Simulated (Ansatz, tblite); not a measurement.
# The cluster PtF2: charged states by level of theory

The task here is to estimate one member of a computed series from the others.

The runs use Ansatz 0.2.0, Gaussian basis; as each input shows.

The runs, in order: charge +1 doublet, at the geometry of the singlet (PBE0-D4/def2-TZVP, PBE-D4/def2-TZVP, r2SCAN-D4/def2-TZVP, CCSD(T)/def2-TZVPP); charge -1 doublet, at the geometry of the singlet (PBE0-D4/def2-TZVPD, PBE-D4/def2-TZVPD, r2SCAN-D4/def2-TZVPD, CCSD(T)/def2-TZVPD); the starting singlet's energies come from earlier runs.

## The geometry

The geometry is that of the singlet, from an earlier relaxation (PBE-D4/def2-TZVP). At that level it is the lowest of the isomers that a small search found.

3 atoms, charge 0, spin multiplicity 1.

Atoms are counted from 1 here; the program's logs count them from 0.

Bond lengths: Pt1–F2 1.851 Å, Pt1–F3 1.851 Å. Angles: F2–Pt1–F3 135.1°.

As a file:

```
Pt    0.4195    0.0228    0.2126
F     0.3742   -1.2556   -1.1250
F    -0.7937    1.2328    0.9124
```

Pt takes a core potential in the def2 sets. No spin-orbit coupling is included.

The first run:

in.yaml

```yaml
crystal:
  periodic: [false, false, false]
  atoms:
    - {symbol: Pt, position_ang: [0.419505, 0.022811, 0.212609]}
    - {symbol: F, position_ang: [0.374173, -1.255640, -1.124966]}
    - {symbol: F, position_ang: [-0.793678, 1.232828, 0.912357]}
basis:
  gaussian: {orbitals: def2-TZVP}
total_charge: 1
magnetization: {spin_polarized: true, initial_magnetization: 1}
hamiltonian: {xc: pbe0, dispersion: d4}
output: {orbitals: {seedname: orbitals}}
```

The run is started by

```sh
$ ansatz run in.yaml --threads 4 --pin off --events-out ev --progress --plain --max-ram 3916MiB
```

Steps of the session up to this table: Charge +1 doublet at the fixed geometry, PBE0-D4/def2-TZVP; Charge +1 doublet at the fixed geometry, PBE-D4/def2-TZVP; Charge +1 doublet at the fixed geometry, r2SCAN-D4/def2-TZVP; Charge +1 doublet at the fixed geometry, CCSD(T)/def2-TZVPP; Charge -1 doublet at the fixed geometry, PBE0-D4/def2-TZVPD; Charge -1 doublet at the fixed geometry, PBE-D4/def2-TZVPD; Charge -1 doublet at the fixed geometry, r2SCAN-D4/def2-TZVPD; Charge -1 doublet at the fixed geometry, CCSD(T)/def2-TZVPD.

One table of the session follows, with a row left open; its other results are not shown here.

It belongs to the step «Vertical electron affinity». 

```
               level  vertical electron affinity (eV)
       HF/def2-TZVPD                            +2.81
   PBE-D4/def2-TZVPD                                ?
r2SCAN-D4/def2-TZVPD                            +3.28
  PBE0-D4/def2-TZVPD                            +3.36
      MP2/def2-TZVPD                            +3.58
     CCSD/def2-TZVPD                            +3.28
  CCSD(T)/def2-TZVPD                            +3.19
```

Q: Estimate the row for PBE-D4/def2-TZVPD from the others.

As computed: vertical electron affinity (eV): +3.14. In the column «vertical electron affinity (eV)» it lies between HF/def2-TZVPD (+2.81) and CCSD(T)/def2-TZVPD (+3.19).

To keep in mind: Doubts: large T1 diagnostic, spin contamination. CCSD(T)/def2-TZVPP is no safe reference here (large T1 diagnostic, restricted state is unstable towards broken spin symmetry, spin contamination). The anion's highest level is positive in at least one run, so there the basis alone may hold the extra electron.
